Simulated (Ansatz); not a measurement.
**B₂+ (quartet): from Hartree-Fock to the top rungs at distance B1–B2 = 1.628 Å, cc-pVQZ**

The task here is to estimate one member of a computed series from the others.

Method: cc-pVQZ, core rule «outside noble gas», up to 2 orbitals frozen; program: Ansatz 0.2.0, Gaussian basis.

Plan: UHF; CCSD(T) on ROHF; CCSD(T) on UHF; BCCD(T) on ROHF; CCSDT(Q) on ROHF; CCSDT(Q) on UHF; CASSCF and MRCISD+Q, 5 electrons in 8 orbitals; CASSCF and NEVPT2, 5 electrons in 8 orbitals.

17 further runs of the same task are left out: 3 that didn't finish, 14 set aside as unsound or not needed. Runs told in other sessions of the task aren't counted.

## The system

The geometry derives from a PBE0/def2-TZVP stationary point (not a proven minimum). One bond is set to the value named and the two fragments are kept rigid.

2 atoms, charge 1, spin multiplicity 4.

Atoms are counted from 1 here; the program's logs count them from 0.

Bond lengths: B1–B2 1.628 Å.

Set-up of the first run:

in.yaml reads:

```yaml
crystal:
  periodic: [false, false, false]
  atoms:
    - {symbol: B, position_ang: [0.000000, 0.000000, 0.000000]}
    - {symbol: B, position_ang: [0.000000, 0.000000, 1.628200]}
basis:
  gaussian: {orbitals: cc-pVQZ}
total_charge: 1
magnetization: {spin_polarized: true, initial_magnetization: 3}
hamiltonian: {xc: hf}
output: {orbitals: {seedname: orbitals}}
```

Command:

```bash
ansatz run in.yaml --threads 1 --pin off --events-out ev --progress --plain --max-ram 4096MiB --backend cpu
```

Among the steps run: UHF; CCSD(T) on ROHF; CCSD(T) on UHF; BCCD(T) on ROHF; CCSDT(Q) on ROHF; CCSDT(Q) on UHF; CASSCF and MRCISD+Q, 5 electrons in 8 orbitals; CASSCF and NEVPT2, 5 electrons in 8 orbitals.

One of the session's tables, all rows but one given; the rest of the session is left out.

It belongs to the step «Misses and costs». 

```
          method  from UCCSDT(Q) (meV)
            ROHF               +2592.0
             UHF               +2547.9
            RMP2                +610.9
            UMP2                +610.2
           RCCSD                +118.5
           UCCSD                +116.1
        RCCSD(T)                 +26.5
        UCCSD(T)                 +25.4
         BCCD(T)                 +26.2
          RCCSDT                     ?
          UCCSDT                  +2.6
       RCCSDT(Q)                  +1.1
       UCCSDT(Q)                     0
  CASSCF valence               +1313.0
  NEVPT2 valence                +300.9
  MRCISD valence                 +47.4
MRCISD+Q valence                 +17.0
```

**Question.** Estimate the row for RCCSDT.

As computed: from UCCSDT(Q) (meV): +3.7. In the column «from UCCSDT(Q) (meV)» it lies between UCCSDT (+2.6) and MRCISD+Q valence (+17.0).

To keep in mind: Restricted and unrestricted rows rest on different reference determinants; a gap between their highest levels can come from leftover correlation error, from unlike frozen cores or from another state.
